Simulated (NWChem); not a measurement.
Species: ethanol (C2H6O); SMILES CCO

```xyz
9

C      0.2531    -1.2028     0.0291
C     -0.5506     0.0827    -0.0179
O      0.2462     1.2341     0.0728
H     -0.4036    -2.0866     0.0150
H      0.8682    -1.2401     0.9410
H      0.9298    -1.2809    -0.8387
H     -1.1851     0.0958    -0.9282
H     -1.2422     0.1225     0.8392
H      0.8487     1.2367    -0.6781
```
Atoms are numbered in this order, from 1.

All runs: NWChem. All runs use the structure optimised with PBE0/def2-SVP. Ions are spin-unrestricted doublets at the neutral geometry; other ion states weren't tried.

For level Hartree-Fock/STO-3G:

```yaml
vertical ionisation energy, ΔSCF (eV): 7.06
"−ε(HOMO) (eV)": 9.50
```

Q: What are these values for level Hartree-Fock/3-21G?

A: 
* **vertical ionisation energy, ΔSCF (eV)**: 9.25
* **−ε(HOMO) (eV)**: 11.60
